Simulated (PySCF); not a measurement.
Compound: C₃H₂ClNS.
InChI=1S/C3H2ClNS/c4-3-1-5-2-6-3/h1-2H

A linear-response calculation (PySCF, def2-SVPD basis, gas phase, vertical, core orbitals frozen in the response) gave these numbers; the functional is withheld.

Orbital energies (eV): HOMO-3 -9.67, HOMO-2 -8.53, HOMO-1 -8.28, HOMO -7.35, LUMO -1.29, LUMO+1 -0.21, LUMO+2 0.28.

```json
{"state": "S1", "E (eV)": "5.29", "f": "0.0003", "main configurations (H = HOMO, L = LUMO)": "H-1→L (99%)"}
{"state": "S2", "E (eV)": "5.36", "f": "0.140", "main configurations (H = HOMO, L = LUMO)": "H→L (96%)"}
{"state": "S3", "E (eV)": "5.74", "f": "0.0000", "main configurations (H = HOMO, L = LUMO)": "H→L+1 (98%)"}
{"state": "S4", "E (eV)": "6.14", "f": "0.029", "main configurations (H = HOMO, L = LUMO)": "H-2→L (75%), H→L+3 (14%), H-1→L+1 (9%)"}
{"state": "S5", "E (eV)": "6.20", "f": "0.0002", "main configurations (H = HOMO, L = LUMO)": "H→L+2 (94%)"}
{"state": "S6", "E (eV)": "6.63", "f": "0.0004", "main configurations (H = HOMO, L = LUMO)": "H-2→L+1 (96%)"}
```

Triplets, Tamm–Dancoff:

```tsv
state	E (eV)	λ (nm)	main configurations (H = HOMO, L = LUMO)
T1	3.58	346.2	H→L (95%)
T2	4.80	258.5	H-1→L (89%), H-1→L+3 (8%)
T3	4.97	249.4	H-2→L (94%)
T4	5.40	229.6	H→L+3 (88%)
```

Vertical ionisation energy by ΔSCF with the same functional: 9.31 eV. Mean static polarisability: 71.2 au.

Problem. Name the functional.
A. CAM-B3LYP
B. PBE
C. HF
D. PBE0

Solution. D. PBE0 is a global hybrid with 25% exact exchange. In this run −ε(HOMO) = 7.35 eV differs from the ΔSCF value by -1.96 eV, and S1 differs from the orbital gap of 6.06 eV by -0.77 eV. The ratio −ε(HOMO)/IP is 0.79. Usual ranges for neutral molecules in this basis: 0.7 to 0.83 with PBE0, 0.5 to 0.7 with PBE, 0.85 to 0.93 with CAM-B3LYP; Hartree–Fock can't fall below 1, since the ion's relaxation only lowers the ΔSCF value.

Computed with TDDFT PBE0/def2-SVPD, vertical, gas phase, core orbitals frozen in the response (PySCF). Geometry: PBE0-D3(BJ)/def2-SVP; no solvent, vibrations or thermal averaging.
